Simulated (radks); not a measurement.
# F⁴⁺ in [He] 2s2 3s1: an all-electron calculation

The task here is to estimate one member of a computed series from the others.

The numbers are computed with radks (a radial shooting solver on a logarithmic mesh, Libxc functionals) version 1 (non-relativistic Kohn-Sham, MS2 meta-GGA, spin-polarised, spherical densities, point nucleus; open shells are filled with parallel spins first), except any that are marked as measured or tabulated.

### Starting point

```
element       : fluorine (Z = 9)
charge        : +4
electrons     : 5
configuration : [He] 2s2 3s1
```

Outer shells as boxes (Hund's rule):

F⁴⁺
```
[He] core
2s [↑↓]
3s [↑ ]
```

Set-up of the first run:

Input:

```text
Z 9
configuration [He] 2s2 3s1
relativity non-relativistic
functional ms2,regtpss
spin polarised
nucleus point
```

Run with:

```sh
$ python run_ks.py task.json out
```

The same process makes all the runs of this session.

Steps of the session up to this table: Self-consistent calculation.

One table of the session follows, with a row left open; its other results are not shown here.

It belongs to the step «Radial structure». Radial moments (bohr):

```
  level     <r>  outermost maximum (interpolated)  90 % within  nodes
  1s up  0.1752                             0.114        0.313      0
1s down       ?                                 ?            ?      ?
  2s up  0.8082                             0.681         1.24      1
2s down  0.8112                             0.685         1.25      1
  3s up   2.112                              1.97         3.04      2
```

**Question.** Estimate the row for 1s down.

The run gave: <r>: 0.1752; outermost maximum (interpolated): 0.115; 90 % within: 0.313; nodes: 0.
